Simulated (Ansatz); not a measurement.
# CH4NSi− (SMILES C=[SiH][NH-]): one structure at several levels

One table from this session's results is given with a row withheld; the runs are named, their logs left out.

Computed with Ansatz 0.2.0, Gaussian basis. Level: single points in def2-TZVPPD.

Cores are frozen in the correlated methods.

## Where the work starts

SMILES `C=[SiH][NH-]`, 7 atoms, charge -1, spin multiplicity 1.

Atoms are counted from 1 here; the program's logs count them from 0.

Bond lengths: C1–Si2 1.750 Å, C1–H4 1.076 Å, C1–H5 1.092 Å, Si2–N3 1.641 Å, Si2–H6 1.559 Å, N3–H7 1.025 Å. Angles: Si2–C1–H4 122.8°, Si2–C1–H5 123.0°, H4–C1–H5 114.2°, C1–Si2–N3 131.0°, C1–Si2–H6 110.3°, N3–Si2–H6 118.7°, Si2–N3–H7 116.5°.

As a file:

```xyz
7

C    -1.07780    0.43920   -0.69620
Si    0.30940   -0.00770    0.27300
N     1.31120   -1.30420    0.18690
H    -1.44940   -0.17200   -1.50000
H    -1.63720    1.36440   -0.54300
H     0.56490    1.06320    1.37690
H     2.04490   -1.36260    0.90030
```

The first run:

File run/in.yaml:

```yaml
crystal:
  periodic: [false, false, false]
  atoms:
    - {symbol: C, position_ang: [-1.077800, 0.439200, -0.696200]}
    - {symbol: Si, position_ang: [0.309400, -0.007700, 0.273000]}
    - {symbol: N, position_ang: [1.311200, -1.304200, 0.186900]}
    - {symbol: H, position_ang: [-1.449400, -0.172000, -1.500000]}
    - {symbol: H, position_ang: [-1.637200, 1.364400, -0.543000]}
    - {symbol: H, position_ang: [0.564900, 1.063200, 1.376900]}
    - {symbol: H, position_ang: [2.044900, -1.362600, 0.900300]}
basis:
  gaussian: {orbitals: "def2-TZVPPD.json"}
total_charge: -1
correlation: {method: ccsd_t}
output: {forces: true}
```

The basis file named in the input lies beside it (Basis Set Exchange, JSON).

No record of the launch command was kept for these runs.

Steps of the session up to this table: CCSD(T)/def2-TZVPPD; PBE0-D4/def2-TZVPPD; wB97M-V/def2-TZVPPD; r2SCAN-D4/def2-TZVPPD; PBE-D4/def2-TZVPPD; B97M-V/def2-TZVPPD; SPW92/def2-TZVPPD.

One of the session's tables, all rows but one given; the rest of the session is left out.

```
   method  RMS force component (eV/Å)  angle to CCSD(T) forces (°)
  CCSD(T)                       0.334                    reference
  PBE0-D4                       0.293                         24.0
  wB97M-V                       0.316                         29.7
r2SCAN-D4                       0.293                         13.9
   PBE-D4                       0.316                         22.0
   B97M-V                           ?                            ?
    SPW92                       0.300                         45.4
```

Estimate the missing values for B97M-V.

The run gave: RMS force component (eV/Å): 0.292; angle to CCSD(T) forces (°): 32.9. In the column «RMS force component (eV/Å)» it is the lowest.
